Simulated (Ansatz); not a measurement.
# C3H3F3: the cost of one run

Computed with Ansatz 0.2.0 (the levels named in each step, unless a step's input says otherwise).

### 1 The starting structure

Bond lengths: C1–C2 1.318 Å, C2–F3 1.347 Å, C2–C4 1.509 Å, C4–F5 1.355 Å, C4–F6 1.356 Å, C1–H7 1.074 Å, C1–H8 1.075 Å, C4–H9 1.101 Å. Angles: C1–C2–F3 121.9°, C1–C2–C4 125.5°, F3–C2–C4 112.5°, C2–C1–H7 120.2°, C2–C1–H8 121.3°, H7–C1–H8 118.6°, C2–C4–F5 110.9°, C2–C4–F6 110.8°, C2–C4–H9 112.2°, F5–C4–F6 105.9°, F5–C4–H9 108.4°, F6–C4–H9 108.5°.

Coordinates:

```xyz
9

C    -1.7421   -0.1669   -0.3591
C    -0.6506    0.4536    0.0424
F    -0.6747    1.7291    0.4753
C     0.7352   -0.1430    0.0770
F     1.1119   -0.5597   -1.1555
F     0.7643   -1.2455    0.8656
H    -1.6904   -1.1845   -0.6994
H    -2.6973    0.3259   -0.3558
H     1.4864    0.5709    0.4473
```

### 2 A rough first relaxation, PBE-D4/def2-SVP

This run stands in another session on the same molecule. It ended at:

```xyz
9

C    -1.7535   -0.1693   -0.3618
C    -0.6432    0.4559    0.0444
F    -0.6542    1.7313    0.4801
C     0.7449   -0.1521    0.0758
F     1.1192   -0.5567   -1.1736
F     0.7671   -1.2529    0.8843
H    -1.6942   -1.2092   -0.7097
H    -2.7266    0.3409   -0.3556
H     1.4833    0.5921    0.4542
```

### 3 Relaxation, HF/STO-3G

The input, input.yaml:

```yaml
crystal:
  periodic: [false, false, false]
  atoms:
    - { symbol: C, position_ang: [-1.75349052, -0.16933271, -0.36184051] }
    - { symbol: C, position_ang: [-0.64324742, 0.45593478, 0.04436932] }
    - { symbol: F, position_ang: [-0.65424149, 1.73125419, 0.48007913] }
    - { symbol: C, position_ang: [0.74491356, -0.15209734, 0.07582149] }
    - { symbol: F, position_ang: [1.11923371, -0.55672202, -1.17364401] }
    - { symbol: F, position_ang: [0.7671332, -1.25290834, 0.88427074] }
    - { symbol: H, position_ang: [-1.69424072, -1.20924054, -0.70970482] }
    - { symbol: H, position_ang: [-2.7266452, 0.34088614, -0.35558108] }
    - { symbol: H, position_ang: [1.4833149, 0.59210586, 0.45417974] }
basis:
  gaussian: { orbitals: STO-3G }
hamiltonian:
  xc: hf
relax:
  f_tol: 0.002
  max_steps: 150
```

Launch:

```sh
$ ansatz run input.yaml --threads 4 --pin off --max-ram 10240MiB --backend cpu --events-out ev --progress --plain --runs-dir out
```

What time and memory should one allow on 4 threads of Intel Xeon 6975P-C (Granite Rapids), shared host?

About 5.3 s, with a peak of 0.11 GiB.
